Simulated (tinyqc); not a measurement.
Worked calculation (part 2 of 2): UHF in the sto-3g basis, for LiH, spin multiplicity 3. Computed by tinyqc, a small Python program that keeps every step (integrals from PySCF). Command: `OMP_NUM_THREADS=1 python tinyqc.py 23425 23426 out.jsonl` (the two numbers bound the seeds that draw the settings). One thread of a shared host (Intel(R) Xeon(R) Processor @ 2.60GHz), about 0.1 s of CPU time with the checks.

Geometry (angstrom):
```
atom         x         y         z
Li    0.000000  0.000000  0.000000
H     0.000000  0.000000  1.898000
```

## Iteration 16 (converged): orbitals

converged F(alpha) (hartree), order 1Li 1s, 1Li 2s, 1Li 2px, 1Li 2py, 1Li 2pz, 2H 1s:
```
[[-2.354798, -0.633822, 0.000000, 0.000000, -0.011061, -0.099265],
 [-0.633822, -0.359763, 0.000000, 0.000000, -0.019581, -0.264991],
 [0.000000, 0.000000, 0.135055, 0.000000, 0.000000, 0.000000],
 [0.000000, 0.000000, 0.000000, 0.135055, 0.000000, 0.000000],
 [-0.011061, -0.019581, 0.000000, 0.000000, -0.065604, -0.340996],
 [-0.099265, -0.264991, 0.000000, 0.000000, -0.340996, -0.549360]]
```

converged F(beta) (hartree), order 1Li 1s, 1Li 2s, 1Li 2px, 1Li 2py, 1Li 2pz, 2H 1s:
```
[[-2.324345, -0.638893, 0.000000, 0.000000, -0.010508, -0.098629],
 [-0.638893, -0.081341, 0.000000, 0.000000, -0.058818, -0.075130],
 [0.000000, 0.000000, 0.194499, 0.000000, 0.000000, 0.000000],
 [0.000000, 0.000000, 0.000000, 0.194499, 0.000000, 0.000000],
 [-0.010508, -0.058818, 0.000000, 0.000000, 0.179000, -0.053185],
 [-0.098629, -0.075130, 0.000000, 0.000000, -0.053185, 0.168687]]
```

X, order 1Li 1s, 1Li 2s, 1Li 2px, 1Li 2py, 1Li 2pz, 2H 1s:
```
[[0.232929, 0.780030, 0.000000, 0.000000, 0.605716, 0.187444],
 [-0.693459, -0.610204, 0.000000, 0.000000, 0.477693, 0.374725],
 [0.000000, 0.000000, 0.772380, -0.635161, 0.000000, 0.000000],
 [0.000000, 0.000000, 0.635161, 0.772380, 0.000000, 0.000000],
 [-0.823521, 0.471620, 0.000000, 0.000000, -0.466631, 0.411973],
 [1.036803, -0.208770, 0.000000, 0.000000, -0.187219, 0.535746]]
```

Diagonalise F' = X^T F X, C = X C', fill 3 alpha and 1 beta electrons from the bottom; D(s) = C_occ C_occ^T. Each column has its largest component positive (the first on a tie).

F' = X^T F X (alpha) (hartree):
```
[[0.166244, -0.171832, 0.000000, 0.000000, -0.039098, -0.284259],
 [-0.171832, -0.966798, 0.000000, 0.000000, -1.005688, -0.316246],
 [0.000000, 0.000000, 0.135055, 0.000000, 0.000000, 0.000000],
 [0.000000, 0.000000, 0.000000, 0.135055, 0.000000, 0.000000],
 [-0.039098, -1.005688, 0.000000, 0.000000, -1.321067, -0.433289],
 [-0.284259, -0.316246, 0.000000, 0.000000, -0.433289, -0.675720]]
```

orbital energies (alpha) (hartree): [-2.357008, -0.571047, -0.153804, 0.135055, 0.135055, 0.284517]

coefficients C (alpha), order 1Li 1s, 1Li 2s, 1Li 2px, 1Li 2py, 1Li 2pz, 2H 1s:
```
[[0.991598, -0.082266, -0.248063, 0.000000, 0.000000, -0.114726],
 [0.033001, 0.153412, 0.951686, 0.000000, 0.000000, 0.539920],
 [0.000000, 0.000000, 0.000000, 0.778470, 0.627682, 0.000000],
 [0.000000, 0.000000, 0.000000, -0.627682, 0.778470, 0.000000],
 [0.005628, 0.151303, -0.396157, 0.000000, 0.000000, 1.052717],
 [-0.001797, 0.868572, -0.186732, 0.000000, 0.000000, -0.807051]]
```

F' = X^T F X (beta) (hartree):
```
[[0.431968, -0.204558, 0.000000, 0.000000, -0.144261, -0.016532],
 [-0.204558, -0.739589, 0.000000, 0.000000, -1.113085, -0.434703],
 [0.000000, 0.000000, 0.194499, 0.000000, 0.000000, 0.000000],
 [0.000000, 0.000000, 0.000000, 0.194499, 0.000000, 0.000000],
 [-0.144261, -1.113085, 0.000000, 0.000000, -1.137502, -0.560110],
 [-0.016532, -0.434703, 0.000000, 0.000000, -0.560110, -0.197277]]
```

orbital energies (beta) (hartree): [-2.327159, 0.024551, 0.186296, 0.194499, 0.194499, 0.473911]

coefficients C (beta), order 1Li 1s, 1Li 2s, 1Li 2px, 1Li 2py, 1Li 2pz, 2H 1s:
```
[[0.990895, -0.191824, -0.197287, 0.000000, 0.000000, 0.084488],
 [0.036181, 0.629614, 0.777673, 0.000000, 0.000000, -0.468343],
 [0.000000, 0.000000, 0.000000, 0.832052, 0.554698, 0.000000],
 [0.000000, 0.000000, 0.000000, -0.554698, 0.832052, 0.000000],
 [0.007227, 0.395569, -0.581044, 0.000000, 0.000000, -0.891033],
 [-0.005641, 0.406447, -0.288867, 0.000000, 0.000000, 1.091762]]
```

D(alpha) after iteration 16, order 1Li 1s, 1Li 2s, 1Li 2px, 1Li 2py, 1Li 2pz, 2H 1s:
```
[[1.051569, -0.215975, 0.000000, 0.000000, 0.091406, -0.026915],
 [-0.215975, 0.930329, 0.000000, 0.000000, -0.353620, -0.044520],
 [0.000000, 0.000000, 0.000000, 0.000000, 0.000000, 0.000000],
 [0.000000, 0.000000, 0.000000, 0.000000, 0.000000, 0.000000],
 [0.091406, -0.353620, 0.000000, 0.000000, 0.179865, 0.205382],
 [-0.026915, -0.044520, 0.000000, 0.000000, 0.205382, 0.789289]]
```

D(beta) after iteration 16, order 1Li 1s, 1Li 2s, 1Li 2px, 1Li 2py, 1Li 2pz, 2H 1s:
```
[[0.981874, 0.035851, 0.000000, 0.000000, 0.007161, -0.005590],
 [0.035851, 0.001309, 0.000000, 0.000000, 0.000261, -0.000204],
 [0.000000, 0.000000, 0.000000, 0.000000, 0.000000, 0.000000],
 [0.000000, 0.000000, 0.000000, 0.000000, 0.000000, 0.000000],
 [0.007161, 0.000261, 0.000000, 0.000000, 0.000052, -0.000041],
 [-0.005590, -0.000204, 0.000000, 0.000000, -0.000041, 0.000032]]
```

Within a degenerate level the vectors are fixed only up to a rotation; this is one choice.

## Convergence

Stop when the energy changes by less than 1e-09 hartree and every element of the error matrix X^T (F D S - S D F) X (for each spin) is below 9e-06.

Course of the cycle:
```
iteration  E (hartree)     change  largest element of the error matrix
1          -1.72828972          -                             6.87e-02
2          -7.29916656  -5.57e+00                             7.73e-02
3          -7.76891375  -4.70e-01                             3.16e-02
4          -7.77337137  -4.46e-03                             1.22e-02
5          -7.77445041  -1.08e-03                             6.84e-03
6          -7.77473282  -2.82e-04                             3.62e-03
7          -7.77480740  -7.46e-05                             1.88e-03
8          -7.77482713  -1.97e-05                             9.72e-04
9          -7.77483236  -5.23e-06                             5.01e-04
10         -7.77483375  -1.38e-06                             2.59e-04
11         -7.77483411  -3.67e-07                             1.33e-04
12         -7.77483421  -9.73e-08                             6.86e-05
13         -7.77483424  -2.58e-08                             3.53e-05
14         -7.77483424  -6.83e-09                             1.82e-05
15         -7.77483424  -1.81e-09                             9.37e-06
16         -7.77483424  -4.80e-10                             4.83e-06
```

PySCF UHF in the same basis, after a stability check = -7.77483424 hartree

Converged in 16 iterations.

## Populations, bond orders and dipole

overlap S, order 1Li 1s, 1Li 2s, 1Li 2px, 1Li 2py, 1Li 2pz, 2H 1s:
```
[[1.000000, 0.241137, 0.000000, 0.000000, 0.000000, 0.034801],
 [0.241137, 1.000000, 0.000000, 0.000000, 0.000000, 0.322380],
 [0.000000, 0.000000, 1.000000, 0.000000, 0.000000, 0.000000],
 [0.000000, 0.000000, 0.000000, 1.000000, 0.000000, 0.000000],
 [0.000000, 0.000000, 0.000000, 0.000000, 1.000000, 0.447178],
 [0.034801, 0.322380, 0.000000, 0.000000, 0.447178, 1.000000]]
```

Mulliken: Z minus the diagonal of D S on the atom; Loewdin: the same with S^(1/2) D S^(1/2); Mayer order: 2 sum_s sum (D(s) S)_ij (D(s) S)_ji over the two atoms.

Charges (e):
```
atom   Mulliken    Loewdin  Mulliken spin
1Li   -0.134404  -0.190775       1.133911
2H     0.134404   0.190775       0.866089
```

Mayer bond orders:
```
pair     order
2-1   0.231825
```

dipole moment about the origin, x y z (debye): [0.000000, 0.000000, 3.831819]

<S^2> of the determinant (pure state: 2) = 2.000007
